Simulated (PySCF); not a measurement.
Working with the constants of BO

UHF-CCSD(T) constants of BO, ²Σ⁺ (doublet), unpaired electrons σ ↑ (PySCF, no relativity, basis sets B cc-pVTZ, O cc-pVTZ; masses 11.0093 and 15.9949 u):

- ωe: 1876.9 cm⁻¹
- ωexe: 10.3 cm⁻¹
- Be: 1.7559 cm⁻¹
- αe: 0.0156 cm⁻¹
- D (centrifugal): 6.15e-06 cm⁻¹
- De to B + O: 8.11 eV

Question: Give the vibrational terms G(v) and spacings up to v = 6.

Answer: G(v) = ωe(v+½) − ωexe(v+½)².

```
v  G(v) (cm⁻¹)  G(v) − G(v−1)  Bv (cm⁻¹)
0        935.9                     1.748
1       2792.2         1856.3      1.732
2       4627.9         1835.7      1.717
3       6443.0         1815.1      1.701
4       8237.5         1794.5      1.686
5      10011.4         1773.9      1.670
6      11764.7         1753.3      1.655
```

Question: How well does the Morse estimate ωe²/(4ωexe) reproduce De, and what is D0?

Answer: It gives 10.60 eV, 131 % of the computed De. D0 = De − G(0) = 8.11 − 0.12 = 7.99 eV.

Correlated steps freeze 2 core orbitals. The state was picked by a PBE0 search and need not be the measured ground state.
